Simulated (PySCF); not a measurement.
# Frontier levels across methods

Compound: C4H6N2.
Structure used (PBE0-D3(BJ)/def2-SVP), in Å, numbered top down from 1:
```xyz
12
C4H6N2 angstrom
C      1.8181    0.1757    0.2754
N      0.3915    0.1172    0.0982
C     -0.3586   -0.9639   -0.2262
C     -1.6637   -0.5217   -0.3320
C     -1.5791    0.8588   -0.0531
N     -0.3314    1.2285    0.2030
H      2.0498    0.7488    1.1831
H      2.3014    0.6649   -0.5842
H      2.2135   -0.8427    0.3792
H      0.0844   -1.9500   -0.3499
H     -2.5451   -1.1121   -0.5692
H     -2.3807    1.5965   -0.0244
```

Basis pcSseg-2 throughout (PySCF), one geometry. Isolated species at its PBE0-D3(BJ)/def2-SVP geometry, gas phase.

How do the orbital energies, the gap and the dipole change with the method?

```csv
method,kind,HOMO (eV),LUMO (eV),gap (eV),μ (D),SCF cycles
BLYP,GGA,-5.84,-0.50,5.34,2.34,16
OPBE,GGA,-5.97,-0.49,5.48,2.31,16
PBE,GGA,-6.00,-0.60,5.40,2.34,16
BP86,GGA,-6.09,-0.67,5.42,2.35,15
LDA,LDA,-6.19,-0.81,5.39,2.39,15
B97-2,global hybrid,-6.83,0.30,7.13,2.37,14
BHandHLYP,global hybrid,-8.00,1.07,9.06,2.43,13
CAM-B3LYP,range-separated hybrid,-8.37,1.23,9.61,2.43,13
wB97X-D,range-separated hybrid,-8.89,2.14,11.03,2.43,14
HF,Hartree–Fock,-9.31,2.54,11.85,2.48,12
LC-wPBE,range-separated hybrid,-9.72,2.31,12.03,2.46,14
```

The HOMO spans 3.88 eV, from BLYP down to LC-wPBE, and the gap runs from 5.34 eV (BLYP) to 12.03 eV (LC-wPBE). Over the methods BLYP (0 %), OPBE (0 %), PBE (0 %), BP86 (0 %), LDA (0 %), B97-2 (21 %), BHandHLYP (50 %), HF (100 %), a straight line through the gap against the share of exact exchange rises by 0.66 eV for each 10 % (correlation coefficient 0.997). The dipole ranges from 2.31 D (OPBE) to 2.48 D (HF). This basis has no diffuse functions.

The vertical ΔSCF ionisation energy at CAM-B3LYP/def2-SVPD is 9.22 eV; −ε(HOMO) comes closest to it with HF (9.31 eV).
